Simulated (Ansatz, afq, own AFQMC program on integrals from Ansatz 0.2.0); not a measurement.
**Where AFQMC and coupled cluster stand for AlSO, doublet**

```yaml
atoms:
  - { symbol: Al, position_ang: [0.0000, 0.0000, 1.6796] }
  - { symbol: O, position_ang: [0.0000, 0.0000, -0.0411] }
  - { symbol: S, position_ang: [0.0000, 0.0000, -1.6385] }
```

Connectivity, by distances: Al–O–S.

Basis cc-pVDZ. Only valence electrons are correlated. Ansatz 0.2.0 and our own AFQMC program on the same integrals; the CISD trial comes from CCSD amplitudes, and released means the phaseless constraint is let go. Free AFQMC starts from the CCSD state and is never constrained. Its projection time is finite, and what remains of the start isn't in its error. ± is one standard error of the sampling.

Determinant: ROHF, the one that the program's search chose, which needn't be the lowest solution. The geometry is a point of a scan.

No full CI on the walks' own integrals is used here; CCSDT(Q) serves as the reference and is uncertain by about the last step of the cluster series.

```
T1 diagnostic                               : 0.0251
weight of the determinant in the CISD state : 0.836
size of the correlated space                : 15 electrons in 39 orbitals
```

Reference: CCSDT(Q), correlation energy -10.212 eV. The released energy is read at 2.40 1/Eh (meV from the phaseless value at times in 1/Eh: 0 ± 26 at 0.24, -14 ± 21 at 0.51, -103 ± 28 at 0.99, -104 ± 33 at 1.62, -37 ± 42 at 2.40).

```csv
level,E − E(reference) (meV),share of correlation (%)
HF,10212.5,0.00
MP2,1051.5,89.70
CCSD,328.4,96.78
CCSD(T),49.9,99.51
CCSDT,29.1,99.71
ph-AFQMC/CISD,50.3 ± 24.1,99.51
released AFQMC,13.7 ± 42.1,99.87
free AFQMC,19.2 ± 32.6,99.81
```

Free projections are given only where their last times agree within the noise and don't stop above the reference; a slow remainder of the start can still hide under it. A walk keeps the symmetry of its determinant, which the program's search chose and which needn't be the lowest solution, so a lower state of the same spin and another symmetry isn't excluded. Released energies are given only where the last usable release times agree within the noise; a slower fall can still hide under it.
